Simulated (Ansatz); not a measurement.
in.yaml

```yaml
crystal:
  periodic: [false, false, false]
  atoms:
    - {symbol: Al, position_ang: [0.000000, 0.000000, 0.105100]}
    - {symbol: C, position_ang: [0.000000, 0.000000, -1.811100]}
    - {symbol: H, position_ang: [0.000000, 0.000000, 1.706000]}
basis:
  gaussian: {orbitals: 6-31G}
magnetization: {spin_polarized: false, initial_magnetization: 4}
correlation: {method: fic_mrcisd_q, electrons: outside_noble_gas, active_space: {window: {electrons: 8, orbitals: 9}, shells: [{species: Al, l: s, shell: 3}, {species: Al, l: p, shell: 3}, {species: C, l: s, shell: 2}, {species: C, l: p, shell: 2}, {species: H, l: s, shell: 1}]}}
```

```sh
$ ansatz run in.yaml --threads 1 --pin off --events-out ev --progress --plain --max-ram 2393MiB
```

The program prints:

```
501 factors; integrals over basis functions are off by at most 1.2e-7 eV
mean field evaluation 1: about -7620.2036 eV, gradient 7.0e0 eV
mean field evaluation 2: about -7620.2082 eV, gradient 7.0e0 eV
mean field evaluation 4: about -7621.2219 eV, gradient 1.7e0 eV
mean field evaluation 8: about -7621.3090 eV, gradient 9.9e-2 eV
mean field evaluation 16: about -7621.3583 eV, gradient 5.7e-1 eV
mean field evaluation 32: about -7621.7180 eV, gradient 2.4e-6 eV
mean field evaluation 64: about -7620.3123 eV, gradient 7.1e0 eV
mean field evaluation 96: about -7621.6905 eV, gradient 2.1e0 eV
mean field evaluation 128: about -7621.7138 eV, gradient 1.9e-1 eV
mean field -7621.71803466 eV, -280.0929715877 hartree, gradient 2.4e-6 eV, S^2 6.000000; 12 other end points of the search recorded, 0 dependent functions left out
reference -7621.71803466 eV, -280.0929715877 hartree; 12, 8 occupied and 12, 16 virtual orbitals, 501 factors
state -7622.99737022 eV, -280.1399863025 hartree
contracted CI cycle   1: correlation 0.00000000 eV, 0.0000000000 hartree, residual 6.14e0 eV
contracted CI cycle   2: correlation -0.80132370 eV, -0.0294481029 hartree, residual 1.28e0 eV
contracted CI cycle   3: correlation -0.83473779 eV, -0.0306760480 hartree, residual 2.88e-1 eV
contracted CI cycle   4: correlation -0.83649977 eV, -0.0307407996 hartree, residual 7.12e-2 eV
contracted CI cycle   5: correlation -0.83659527 eV, -0.0307443092 hartree, residual 1.91e-2 eV
contracted CI cycle   6: correlation -0.83660257 eV, -0.0307445773 hartree, residual 5.26e-3 eV
contracted CI cycle   7: correlation -0.83660319 eV, -0.0307446000 hartree, residual 1.49e-3 eV
contracted CI cycle   8: correlation -0.83660324 eV, -0.0307446020 hartree, residual 4.37e-4 eV
state -7622.99737022 eV, -280.1399863025 hartree; corrected -7623.85247677 eV, -280.1714108884 hartree
Total energy: -7623.85247677 eV, -280.1714108884 hartree
Checks for a lower state left out: starts, orbital_swaps
```

Natural occupations: 1.9704 1.9495 1.0049 0.9984 0.9952 0.9917 0.0597 0.0167 0.0134.

For the same geometry and basis full CI lies 12.2 meV lower.

Ran on 1 thread of Arm Neoverse V1, shared host: 4 s wall, 0.31 GiB peak host memory.
